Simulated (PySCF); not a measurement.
How the method moves the HOMO and LUMO of `C=NC(=C)OC`

C₄H₇NO.
SMILES with atom numbers: `[CH2:1]=[N:2][C:3](=[CH2:4])[O:5][CH3:6]` (hydrogens: H7, H8 on C1; H9, H10 on C4; H11, H12, H13 on C6)

Geometry (PBE0-D3(BJ)/def2-SVP, Å), atoms numbered from 1 in this order:
```
atom  x, y, z in Å
C1    -1.997   -0.970    0.098
N2    -0.941   -0.356    0.434
C3    -0.432    0.659   -0.375
C4    -1.177    1.638   -0.922
O5     0.909    0.673   -0.506
C6     1.659   -0.386    0.037
H7    -2.522   -0.786   -0.858
H8    -2.422   -1.719    0.781
H9    -2.253    1.669   -0.759
H10   -0.692    2.445   -1.470
H11    2.706   -0.177   -0.220
H12    1.373   -1.360   -0.393
H13    1.554   -0.446    1.132
```

Basis pcSseg-1 throughout (PySCF), one geometry. The structure is a single PBE0-D3(BJ)/def2-SVP conformer in the gas phase; no vibrational or solvent corrections.

Problem. How do the orbital energies, the gap and the dipole change with the method?

Solution. 
```
   method                    kind  HOMO (eV)  LUMO (eV)  gap (eV)  μ (D)  SCF cycles
     BLYP                     GGA      -4.93      -2.10      2.83   1.77          16
     OPBE                     GGA      -5.04      -2.15      2.89   1.79          17
    B97-D                     GGA      -5.04      -2.16      2.89   1.82          15
      PBE                     GGA      -5.08      -2.26      2.82   1.79          16
      KT3                     GGA      -5.12      -2.17      2.95   1.77          16
      KT2                     GGA      -5.13      -2.21      2.92   1.80          16
     BP86                     GGA      -5.19      -2.35      2.83   1.82          16
      LDA                     LDA      -5.26      -2.52      2.74   1.84          16
    B97-2           global hybrid      -5.97      -1.30      4.68   2.00          14
    B3LYP           global hybrid      -6.00      -1.46      4.54   1.96          14
     PBE0           global hybrid      -6.22      -1.24      4.97   2.02          14
 mPW1PW91           global hybrid      -6.25      -1.26      4.99   2.03          14
BHandHLYP           global hybrid      -7.21      -0.07      7.13   2.20          13
CAM-B3LYP  range-separated hybrid      -7.49      -0.06      7.44   2.10          14
  wB97X-D  range-separated hybrid      -8.04       0.59      8.62   2.12          14
       HF            Hartree–Fock      -8.66       2.79     11.45   2.55          12
  LC-wPBE  range-separated hybrid      -8.80       1.10      9.90   2.22          14
```

The HOMO spans 3.87 eV, from BLYP down to LC-wPBE, and the gap runs from 2.74 eV (LDA) to 11.45 eV (HF). Over the methods BLYP (0 %), OPBE (0 %), B97-D (0 %), PBE (0 %), KT3 (0 %), KT2 (0 %), BP86 (0 %), LDA (0 %), B97-2 (21 %), B3LYP (20 %), PBE0 (25 %), mPW1PW91 (25 %), BHandHLYP (50 %), HF (100 %), a straight line through the gap against the share of exact exchange rises by 0.86 eV for each 10 % (correlation coefficient 1.000). The dipole ranges from 1.77 D (KT3) to 2.55 D (HF). This basis has no diffuse functions.
